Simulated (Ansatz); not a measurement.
Relaxation of CH7BSi (10 atoms, charge 0, multiplicity 1), to a largest force component of 0.02 eV/Å in at most 50 steps.

These are results of UKS B3LYP/6-31G* (Ansatz), not measurements.

```xyz
10
Properties=species:S:1:pos:R:3
C -1.122 0.755 -0.541
B 0.344 0.338 -0.596
Si 0.975 -0.795 0.819
H -1.753 -0.059 -0.764
H -1.339 1.575 -1.339
H -1.410 1.229 0.448
H 0.827 0.120 -1.660
H 0.478 -2.127 0.676
H 0.606 -0.218 2.172
H 2.476 -0.868 0.787
```

**Question.** Where does it end, and by what steps?

**Answer.** The forces met the threshold. After 20 steps the energy has fallen by 0.657 eV; H8 moved furthest, 0.71 Å.

```json
{"step": "0", "energy less start (eV)": "0.0000", "largest force component (eV/Å)": "4.810", "accepted": "yes"}
{"step": "1", "energy less start (eV)": "-0.5681", "largest force component (eV/Å)": "1.110", "accepted": "yes"}
{"step": "2", "energy less start (eV)": "-0.6358", "largest force component (eV/Å)": "0.432", "accepted": "yes"}
{"step": "3", "energy less start (eV)": "-0.6437", "largest force component (eV/Å)": "0.289", "accepted": "yes"}
{"step": "4", "energy less start (eV)": "-0.6467", "largest force component (eV/Å)": "0.153", "accepted": "yes"}
{"step": "5", "energy less start (eV)": "-0.6505", "largest force component (eV/Å)": "0.045", "accepted": "yes"}
{"step": "6", "energy less start (eV)": "-0.6519", "largest force component (eV/Å)": "0.024", "accepted": "yes"}
{"step": "7", "energy less start (eV)": "-0.6482", "largest force component (eV/Å)": "0.240", "accepted": "no"}
{"step": "8", "energy less start (eV)": "-0.6510", "largest force component (eV/Å)": "0.109", "accepted": "no"}
{"step": "9", "energy less start (eV)": "-0.6524", "largest force component (eV/Å)": "0.034", "accepted": "yes"}
{"step": "10", "energy less start (eV)": "-0.6535", "largest force component (eV/Å)": "0.065", "accepted": "yes"}
{"step": "11", "energy less start (eV)": "-0.6539", "largest force component (eV/Å)": "0.058", "accepted": "yes"}
{"step": "12", "energy less start (eV)": "-0.6544", "largest force component (eV/Å)": "0.044", "accepted": "yes"}
{"step": "13", "energy less start (eV)": "-0.6551", "largest force component (eV/Å)": "0.057", "accepted": "yes"}
{"step": "14", "energy less start (eV)": "-0.6554", "largest force component (eV/Å)": "0.081", "accepted": "yes"}
{"step": "15", "energy less start (eV)": "-0.6558", "largest force component (eV/Å)": "0.053", "accepted": "yes"}
{"step": "16", "energy less start (eV)": "-0.6562", "largest force component (eV/Å)": "0.040", "accepted": "yes"}
{"step": "17", "energy less start (eV)": "-0.6565", "largest force component (eV/Å)": "0.044", "accepted": "yes"}
{"step": "18", "energy less start (eV)": "-0.6567", "largest force component (eV/Å)": "0.034", "accepted": "yes"}
{"step": "19", "energy less start (eV)": "-0.6567", "largest force component (eV/Å)": "0.022", "accepted": "yes"}
{"step": "20", "energy less start (eV)": "-0.6568", "largest force component (eV/Å)": "0.008", "accepted": "yes"}
```

```xyz
10
Properties=species:S:1:pos:R:3
C -1.112 0.968 -0.586
B 0.106 -0.005 -0.682
Si 1.033 -0.881 0.898
H -1.993 0.334 -0.809
H -1.117 1.746 -1.360
H -1.296 1.421 0.394
H 0.510 -0.293 -1.776
H 1.153 -2.358 0.715
H 0.373 -0.638 2.215
H 2.425 -0.345 0.993
```

Whether the end is a true minimum wasn't checked by a vibrational analysis.

Time of the run: 70 s on 1 thread of Arm Neoverse V2 (shared host), peak memory 0.15 GiB.
